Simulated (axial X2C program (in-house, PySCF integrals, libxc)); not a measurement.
# Si₂⁺: bond curves with and without spin–orbit coupling

Aim: find the lowest determinant of Si₂⁺, scan the bond at several levels and fit the constants, once spin-free and once with spin–orbit coupling.

Method: all-electron X2C, Si dyall-v3z; program: an in-house X2C program for linear molecules on PySCF integrals.

All values are calculated.

### 1 Set-up

Contents of task.json:

```json
{"zs": [14, 14], "q": 1, "bas": ["dyall-v3z", "dyall-v3z"], "levels": ["PBE0", "HF", "LDA"], "cc": true, "r0": 2.32, "thr": -2.0, "nmax": 90, "npts": 10, "nst": 2, "ntry": 6}
```

Keys: zs atomic numbers; q charge; bas basis sets; levels methods (HF also brings MP2); cc coupled cluster on or off; r0 starting distance in Å; thr threshold in hartree for freezing inner shells (an s shell follows its p shell); nmax most natural virtual spinors; npts points asked for on the curve; nst determinants followed; ntry starts of the search.

The run is started by

```bash
$ python so2c.py task.json out
```

Spin-free means the one-electron spin-free X2C Hamiltonian; two-component (2c) means X2C with spin–orbit coupling and atomic mean-field two-electron Coulomb and Gaunt terms. Basis: Si dyall-v3z contracted to [8s7p2d1f]; Gaussian nuclei, density fitting. Masses: Si 27.977 u.

Notation: σ, π±, δ± give the projection m of an orbital's angular momentum (0, ±1, ±2), α and β its spin, Λ and M_S the sums; ω is the projection of a spinor's total angular momentum and Ω the sum. Logs are in hartree.

The results follow Hamiltonian by Hamiltonian and level by level.

### 2 State search with PBE0

Determinants are compared with PBE0 at 2.320 Å.

Spin-free determinants:

| ΔE (eV) | state | open shells |
| --- | --- | --- |
| 0.00 | M_S = 3/2, Λ = 0 | beyond closed shells: σα, π+α, π-α |
| 0.31 | M_S = 1/2, Λ = 0 | beyond closed shells: σβ, π+α, π-α |
| 0.84 | M_S = 1/2, Λ = 1 | beyond closed shells: π+α |
| 0.85 | M_S = 1/2, Λ = 2 | beyond closed shells: σα, π+α, π+β |
| 0.85 | M_S = 1/2, Λ = 0 | beyond closed shells: σα, π+β, π-α |
| 1.74 | M_S = 1/2, Λ = 1 | beyond closed shells: π+α, π+β, π-α |
| 2.48 | M_S = 3/2, Λ = 2 | beyond closed shells: σα, 2 × π+α |

Two-component determinants:

```csv
ΔE (eV),state,open shells
0.00,Ω = 3/2,excess of +ω over −ω: ω = 3/2
0.31,Ω = 1/2,"excess of +ω over −ω: 2 × ω = -1/2, ω = 3/2"
0.83,Ω = 1/2,excess of +ω over −ω: ω = 1/2
0.85,Ω = 5/2,"excess of +ω over −ω: 2 × ω = 1/2, ω = 3/2"
0.87,Ω = 1/2,excess of +ω over −ω: ω = 1/2
2.50,Ω = 7/2,"excess of +ω over −ω: ω = 1/2, 2 × ω = 3/2"
2.88,Ω = 5/2,"excess of +ω over −ω: ω = -1/2, 2 × ω = 3/2"
```

### 3 PBE0, spin-free

State followed: M_S = 3/2, Λ = 0 (beyond closed shells: σα, π+α, π-α). The scan is laid around 2.288 Å, a first estimate of the minimum, and this SCF restarts from the orbitals of the search.

Output at 2.288 Å:

```text
spin-free X2C-1e  PBE0
basis functions 92  fitting functions 598  grid points 4360
iter        total energy     max residual
   1       -579.178615999     1.13e+00
   2       -579.568577649     1.26e-02
   3       -579.569185855     3.73e-03
   4       -579.569382580     5.56e-04
   5       -579.569386140     9.82e-05
   6       -579.569386283     2.86e-05
   7       -579.569386292     4.48e-06
   8       -579.569386292     8.56e-07
converged
one-electron -886.65679782  Coulomb 303.09874892  exact exchange -10.12247482  xc functional -31.22047679  nuclear repulsion 45.33161422
```

Along the bond, energies from the lowest point:

```csv
R (Å),E (eV),HOMO (eV),LUMO (eV),iterations
1.991,0.7173,-13.40,-10.16,10
2.082,0.2944,-13.39,-9.93,8
2.151,0.1146,-13.34,-9.92,9
2.219,0.0232,-13.12,-9.89,9
2.288,0.0000,-12.92,-9.86,8
2.368,0.0373,-12.71,-9.82,9
2.448,0.1248,-12.51,-9.76,8
2.551,0.2867,-12.28,-9.69,10
2.677,0.5290,-12.03,-9.58,9
2.860,0.9159,-11.72,-9.41,10
```

Outer orbitals at the reference distance:

```tsv
symmetry	occupied	ε (eV)	atomic character
σα	yes	-22.07	79% Si s, 16% Si p, 5% Si d
σβ	yes	-19.79	82% Si s, 13% Si p, 4% Si d
σα	yes	-17.58	70% Si s, 25% Si p, 4% Si d
σβ	yes	-15.64	71% Si s, 24% Si p, 5% Si d
σα	yes	-13.32	84% Si p, 15% Si s
π-α	yes	-12.92	93% Si p, 6% Si d
π+α	yes	-12.92	93% Si p, 6% Si d
σβ	no	-9.86	85% Si p, 14% Si s
π-β	no	-9.50	95% Si p, 4% Si d
π+β	no	-9.50	95% Si p, 4% Si d
π-α	no	-8.53	89% Si p, 10% Si d
```

PBE0 fields in the half plane through the axis: z from -2.4 to 4.5 Å across, distance from the axis 0.15 to 2.25 Å upwards; Si lies at z = 0 and Si at z = 2.288 Å; the ELF is damped to zero where the density is low.

log10 density (e/bohr³). Ten even steps from '0' (-4.86 ) to '9' (1.07 ):
```
001112222222222222221100
011223333333333333322210
112233444444444444333221
122334445544445554443321
123345555555555555544332
223455566655556666554432
233455667666666776655432
234456689866667997655432
```

ELF. Ten even steps from '0' (0.00 ) to '9' (0.97 ):
```
000000111111111111000000
000013344333333344321000
000356766655555667664200
003688888776667788887520
026899988777777789999851
048999831368875225999972
169999215127860340699984
179998085807841875299985
```

Re = 2.281 Å, ωe = 467 cm⁻¹, ωexe = 2.11 cm⁻¹, Be = 0.2315 cm⁻¹, De = 3.66 eV.

### 4 HF, spin-free

The SCF at the reference distance of 2.288 Å:

```text
spin-free X2C-1e  HF
basis functions 92  fitting functions 598  grid points 4360
iter        total energy     max residual
   1       -578.716333980     8.48e-02
   2       -578.728987139     6.07e-03
   3       -578.729683483     2.67e-03
   4       -578.729848185     1.35e-03
   5       -578.729888212     3.29e-04
   6       -578.729889817     1.29e-04
   7       -578.729890182     4.63e-05
   8       -578.729890243     1.90e-05
   9       -578.729890250     3.11e-06
  10       -578.729890250     5.52e-07
converged
one-electron -886.29363389  Coulomb 302.76194794  exact exchange -40.52981853  xc functional 0.00000000  nuclear repulsion 45.33161422
```

Re = 2.263 Å, ωe = 498 cm⁻¹, ωexe = 1.82 cm⁻¹, Be = 0.2354 cm⁻¹, De = 2.29 eV.

### 5 LDA, spin-free

The SCF at the reference distance of 2.288 Å:

```text
spin-free X2C-1e  LDA
basis functions 92  fitting functions 598  grid points 4360
iter        total energy     max residual
   1       -577.489683963     2.51e-01
   2       -577.499754935     1.27e-02
   3       -577.499892719     4.12e-03
   4       -577.499935940     1.97e-04
   5       -577.499936217     5.69e-05
   6       -577.499936256     2.56e-05
   7       -577.499936264     1.54e-06
   8       -577.499936264     2.06e-06
converged
one-electron -886.47065266  Coulomb 302.82844765  exact exchange 0.00000000  xc functional -39.18934547  nuclear repulsion 45.33161422
```

Re = 2.289 Å, ωe = 448 cm⁻¹, ωexe = 2.24 cm⁻¹, Be = 0.2299 cm⁻¹, De = 4.32 eV.

### 6 MP2 and beyond, spin-free

Correlated methods: 7 electrons correlated (frozen shells, counted by type: Si 2 s, 1 p), 141 virtual spinors in MP2, 90 natural virtuals in coupled cluster.

Output of the correlated part at 2.288 Å:

```text
correlated 7  virtual 141  natural virtual 90  E(MP2) -0.138446233  MP2 remainder -0.001511362
iter   CCSD correlation   residual
   1     -0.156124695   1.32e-01
   2     -0.164040304   5.34e-02
   3     -0.164705138   1.53e-02
   4     -0.164978047   6.99e-03
   5     -0.164988479   2.34e-03
   6     -0.164985810   6.72e-04
   7     -0.164992989   2.13e-04
   8     -0.164992479   6.90e-05
   9     -0.164992291   2.27e-05
  10     -0.164992324   6.72e-06
  11     -0.164992383   2.36e-06
  12     -0.164992413   6.91e-07
  13     -0.164992420   2.58e-07
(T) -0.010722991  T1 0.0314  D1 0.0462  max T2 0.096
```

T1 in the output is the amplitude norm over the root of the electron number; divide by √2 for the Lee–Taylor value.

MP2: Re = 2.268 Å, ωe = 491 cm⁻¹, Be = 0.2343 cm⁻¹, De = 3.36 eV.

CCSD: Re = 2.276 Å, ωe = 479 cm⁻¹, ωexe = 2.26 cm⁻¹, Be = 0.2327 cm⁻¹, De = 3.17 eV. T1 at Re = 0.022 (Lee–Taylor, the printed value over √2).

CCSD(T): Re = 2.284 Å, ωe = 469 cm⁻¹, ωexe = 2.45 cm⁻¹, Be = 0.231 cm⁻¹, De = 3.36 eV. T1 at Re = 0.022 (Lee–Taylor, the printed value over √2).

### 7 A higher determinant, spin-free

State: M_S = 1/2, Λ = 0 (beyond closed shells: σβ, π+α, π-α).

Output at the reference distance:

```text
spin-free X2C-1e  PBE0
basis functions 92  fitting functions 598  grid points 4360
iter        total energy     max residual
   1       -579.168378338     1.14e+00
   2       -579.557326263     1.23e-02
   3       -579.557911769     2.49e-03
   4       -579.558027144     2.58e-04
   5       -579.558028241     3.55e-05
   6       -579.558028251     1.54e-05
   7       -579.558028254     2.62e-06
   8       -579.558028254     5.21e-07
converged
one-electron -886.60754591  Coulomb 303.05500591  exact exchange -10.12144149  xc functional -31.21566098  nuclear repulsion 45.33161422
```

```csv
R (Å),E above the lowest PBE0 point (eV)
1.991,0.997
2.082,0.582
2.151,0.408
2.219,0.324
2.288,0.309
2.368,0.356
2.448,0.452
2.551,0.625
2.677,0.877
```

Re = 2.271 Å, ωe = 477 cm⁻¹, ωexe = 2.2 cm⁻¹, Be = 0.2336 cm⁻¹. ⟨S²⟩ = 1.78 against 0.75 for a pure state, so this determinant mixes spins. Te = 0.31 eV.

### 8 The spin-free curves together

Energy (eV) of the followed determinant, spin-free, from each level's lowest point:

```csv
R (Å),PBE0,HF,MP2,CCSD,CCSD(T),LDA
1.991,0.717,0.681,0.702,n/a,n/a,0.714
2.082,0.294,0.261,0.274,0.290,0.309,0.299
2.151,0.115,0.089,0.097,0.109,0.122,0.121
2.219,0.023,0.009,0.013,0.019,0.026,0.028
2.288,0.000,0.000,0.000,0.000,0.000,0.000
2.368,0.037,0.058,0.052,0.044,0.035,0.029
2.448,0.125,0.170,0.156,0.139,0.121,0.105
2.551,0.287,0.369,0.340,0.310,0.279,0.249
2.677,0.529,0.664,0.607,n/a,n/a,0.466
2.860,0.916,1.140,1.020,n/a,n/a,0.812
```

### 9 PBE0, 2c

State followed: Ω = 3/2 (excess of +ω over −ω: ω = 3/2). The scan is laid around 2.288 Å, a first estimate of the minimum, and this SCF restarts from the orbitals of the search.

Output at 2.288 Å:

```text
two-component X2C + atomic mean field  PBE0
basis functions 92  fitting functions 598  grid points 4360
iter        total energy     max residual
   1       -579.103248949     1.14e+00
   2       -579.494888957     1.26e-02
   3       -579.495494020     3.72e-03
   4       -579.495689769     5.56e-04
   5       -579.495693331     9.78e-05
   6       -579.495693474     2.85e-05
   7       -579.495693483     4.45e-06
   8       -579.495693483     8.54e-07
converged
one-electron -886.46086160  Coulomb 303.04230312  exact exchange -10.12051847  xc functional -31.21436684  nuclear repulsion 45.33161422  atomic mean-field constant -0.07386392
```

Along the bond, energies from the lowest point:

```csv
R (Å),E (eV),HOMO (eV),LUMO (eV),iterations
1.991,0.7189,-13.40,-10.17,10
2.082,0.2954,-13.39,-9.94,8
2.151,0.1152,-13.32,-9.91,9
2.219,0.0235,-13.11,-9.89,9
2.288,0.0000,-12.91,-9.86,8
2.368,0.0370,-12.70,-9.82,9
2.448,0.1243,-12.50,-9.76,10
2.551,0.2859,-12.27,-9.69,9
2.677,0.5280,-12.02,-9.58,10
2.860,0.9147,-11.70,-9.41,9
```

Outer spinors at the reference distance:

```csv
ω,occupied,ε (eV),atomic character,λ mixture
1/2,yes,-22.07,"79% Si s, 16% Si p, 5% Si d",100% σ
-1/2,yes,-19.79,"82% Si s, 13% Si p, 4% Si d",100% σ
1/2,yes,-17.58,"70% Si s, 25% Si p, 4% Si d",100% σ
-1/2,yes,-15.64,"71% Si s, 24% Si p, 5% Si d",100% σ
1/2,yes,-13.32,"84% Si p, 15% Si s",100% σ
-1/2,yes,-12.93,"93% Si p, 6% Si d",100% π
3/2,yes,-12.91,"93% Si p, 6% Si d",100% π
-1/2,no,-9.86,"85% Si p, 14% Si s",100% σ
1/2,no,-9.51,"95% Si p, 4% Si d",100% π
-3/2,no,-9.49,"95% Si p, 4% Si d",100% π
-1/2,no,-8.54,"89% Si p, 10% Si d",100% π
```

PBE0 fields in the half plane through the axis: z from -2.4 to 4.5 Å across, distance from the axis 0.15 to 2.25 Å upwards; Si lies at z = 0 and Si at z = 2.288 Å; the ELF is damped to zero where the density is low.

log10 density (e/bohr³). Ten even steps from '0' (-4.86 ) to '9' (1.07 ):
```
001112222222222222221100
011223333333333333322210
112233444444444444333221
122334445544445554443321
123345555555555555544332
223455566655556666554432
233455667666666776655432
234456689866667997655432
```

ELF. Ten even steps from ' ' (0.00 ) to '@' (0.97 ):
```
            ........................            
        ..----====--------------====--::..      
      --++**##******++++++++++****##****==::    
    --**%%%%%%%%%%####******####%%%%%%%%##++::  
  ::**%%@@@@@@%%%%##############%%@@@@@@@@%%++..
  ==%%@@@@@@%%--..--**%%%%##++::::++@@@@@@@@##::
..**@@@@@@@@::..++..::##%%**  --==  **@@@@@@%%==
..##@@@@@@%%  %%++%%  ##%%==..%%##++::@@@@@@%%++
```

Re = 2.282 Å, ωe = 467 cm⁻¹, ωexe = 2.11 cm⁻¹, Be = 0.2315 cm⁻¹, De = 3.66 eV.

### 10 HF, 2c

Output at 2.288 Å:

```text
two-component X2C + atomic mean field  HF
basis functions 92  fitting functions 598  grid points 4360
iter        total energy     max residual
   1       -578.642882065     8.48e-02
   2       -578.655529751     6.07e-03
   3       -578.656226021     2.67e-03
   4       -578.656390747     1.35e-03
   5       -578.656430786     3.29e-04
   6       -578.656432399     1.29e-04
   7       -578.656432767     4.63e-05
   8       -578.656432830     1.89e-05
   9       -578.656432836     2.99e-06
  10       -578.656432836     1.83e-06
converged
one-electron -886.09784768  Coulomb 302.70565878  exact exchange -40.52199425  xc functional 0.00000000  nuclear repulsion 45.33161422  atomic mean-field constant -0.07386392
```

Re = 2.263 Å, ωe = 498 cm⁻¹, ωexe = 1.82 cm⁻¹, Be = 0.2353 cm⁻¹, De = 2.28 eV.

### 11 LDA, 2c

The SCF at the reference distance of 2.288 Å:

```text
two-component X2C + atomic mean field  LDA
basis functions 92  fitting functions 598  grid points 4360
iter        total energy     max residual
   1       -577.416235326     2.51e-01
   2       -577.426305816     1.27e-02
   3       -577.426443583     4.13e-03
   4       -577.426486800     1.97e-04
   5       -577.426487077     5.69e-05
   6       -577.426487116     2.56e-05
   7       -577.426487123     4.85e-06
   8       -577.426487122     9.26e-06
converged
one-electron -886.27474204  Coulomb 302.77203023  exact exchange 0.00000000  xc functional -39.18152562  nuclear repulsion 45.33161422  atomic mean-field constant -0.07386392
```

Re = 2.290 Å, ωe = 448 cm⁻¹, ωexe = 2.24 cm⁻¹, Be = 0.2299 cm⁻¹, De = 4.33 eV.

### 12 MP2 and beyond, 2c

Correlated methods: 7 electrons correlated (frozen shells, counted by type: Si 2 s, 1 p), 141 virtual spinors in MP2, 90 natural virtuals in coupled cluster.

Output of the correlated part at 2.288 Å:

```text
correlated 7  virtual 141  natural virtual 90  E(MP2) -0.138427962  MP2 remainder -0.001510491
iter   CCSD correlation   residual
   1     -0.156106367   1.32e-01
   2     -0.164019984   5.34e-02
   3     -0.164684506   1.53e-02
   4     -0.164957252   6.99e-03
   5     -0.164967658   2.34e-03
   6     -0.164964998   6.72e-04
   7     -0.164972172   2.13e-04
   8     -0.164971661   6.91e-05
   9     -0.164971473   2.28e-05
  10     -0.164971505   6.88e-06
  11     -0.164971565   2.51e-06
  12     -0.164971596   8.44e-07
  13     -0.164971604   3.94e-07
(T) -0.010719160  T1 0.0314  D1 0.0462  max T2 0.096
```

MP2: Re = 2.268 Å, ωe = 491 cm⁻¹, Be = 0.2343 cm⁻¹, De = 3.37 eV.

CCSD: Re = 2.276 Å, ωe = 479 cm⁻¹, ωexe = 2.26 cm⁻¹, Be = 0.2327 cm⁻¹, De = 3.17 eV. T1 at Re = 0.022 (Lee–Taylor, the printed value over √2).

CCSD(T): Re = 2.284 Å, ωe = 469 cm⁻¹, ωexe = 2.45 cm⁻¹, Be = 0.2309 cm⁻¹, De = 3.37 eV. T1 at Re = 0.022 (Lee–Taylor, the printed value over √2).

### 13 A higher determinant, 2c

State: Ω = 1/2 (excess of +ω over −ω: 2 × ω = -1/2, ω = 3/2).

Output at the reference distance:

```text
two-component X2C + atomic mean field  PBE0
basis functions 92  fitting functions 598  grid points 4360
iter        total energy     max residual
   1       -579.093023192     1.14e+00
   2       -579.483637775     1.23e-02
   3       -579.484220349     2.48e-03
   4       -579.484335188     2.59e-04
   5       -579.484336289     3.55e-05
   6       -579.484336298     1.54e-05
   7       -579.484336302     2.65e-06
   8       -579.484336302     5.23e-07
converged
one-electron -886.41163953  Coulomb 302.99858691  exact exchange -10.11948473  xc functional -31.20954926  nuclear repulsion 45.33161422  atomic mean-field constant -0.07386392
```

```csv
R (Å),E above the lowest PBE0 point (eV)
1.991,0.999
2.082,0.583
2.151,0.409
2.219,0.325
2.288,0.309
2.368,0.355
2.448,0.452
2.551,0.624
2.677,0.876
```

Re = 2.272 Å, ωe = 477 cm⁻¹, ωexe = 2.2 cm⁻¹, Be = 0.2335 cm⁻¹. Te = 0.31 eV.

### 14 The 2c curves together

Energy (eV) of the followed determinant, 2c, from each level's lowest point:

```csv
R (Å),PBE0,HF,MP2,CCSD,CCSD(T),LDA
1.991,0.719,0.682,0.703,n/a,n/a,0.715
2.082,0.295,0.262,0.275,0.291,0.310,0.300
2.151,0.115,0.090,0.098,0.110,0.123,0.122
2.219,0.023,0.009,0.013,0.020,0.026,0.028
2.288,0.000,0.000,0.000,0.000,0.000,0.000
2.368,0.037,0.058,0.052,0.043,0.035,0.028
2.448,0.124,0.169,0.156,0.138,0.121,0.104
2.551,0.286,0.368,0.339,0.310,0.279,0.248
2.677,0.528,0.662,0.606,n/a,n/a,0.465
2.860,0.915,1.139,1.019,n/a,n/a,0.810
```

The whole job took 36 s on 1 thread of Arm Neoverse V2, shared host; peak memory 0.41 GiB.

### 15 Constants

Lowest determinant that the search found at its distance, spin-free: M_S = 3/2, Λ = 0 (beyond closed shells: σα, π+α, π-α).

Lowest determinant that the search found at its distance, 2c: Ω = 3/2 (excess of +ω over −ω: ω = 3/2).

| Hamiltonian | level | Re (Å) | ωe (cm⁻¹) | De (eV) |
| --- | --- | --- | --- | --- |
| spin-free | PBE0 | 2.281 | 467 | 3.66 |
| spin-free | HF | 2.263 | 498 | 2.29 |
| spin-free | MP2 | 2.268 | 491 | 3.36 |
| spin-free | CCSD | 2.276 | 479 | 3.17 |
| spin-free | CCSD(T) | 2.284 | 469 | 3.36 |
| spin-free | LDA | 2.289 | 448 | 4.32 |
| 2c | PBE0 | 2.282 | 467 | 3.66 |
| 2c | HF | 2.263 | 498 | 2.28 |
| 2c | MP2 | 2.268 | 491 | 3.37 |
| 2c | CCSD | 2.276 | 479 | 3.17 |
| 2c | CCSD(T) | 2.284 | 469 | 3.37 |
| 2c | LDA | 2.290 | 448 | 4.33 |

Time per point (s) on 1 thread of Arm Neoverse V2, shared host (2c runs; CCSD comes with the CCSD(T) run); the times are rough: PBE0 0.15, HF 0.081, MP2 0.11, CCSD(T) 1.7, LDA 0.079.

What this shows: At CCSD(T), going from spin-free to two-component changes Re by 0 mÅ, ωe by 0.0 %; the spin-free picture holds up (part of it comes from the scalar share of the two-electron terms). De moves by 0.00 eV; both De rest on single-determinant atoms, which can miss part of an open shell's spin–orbit lowering.

De refers to Si + Si+, each in the lowest determinant found, which need not be this curve's own limit. The state is a single determinant with fixed occupations, the lowest that a limited PBE0 search found. Dissociation energies refer to the lowest single-determinant-based atoms at the same level and basis. Density functionals use the spin component along the axis (collinear). CCSD and (T) use frozen natural virtuals with an MP2 correction for the truncation. With several unpaired electrons one determinant need not be a pure state. T1 at Re is 0.022 (Lee–Taylor), above the customary mark of 0.02.
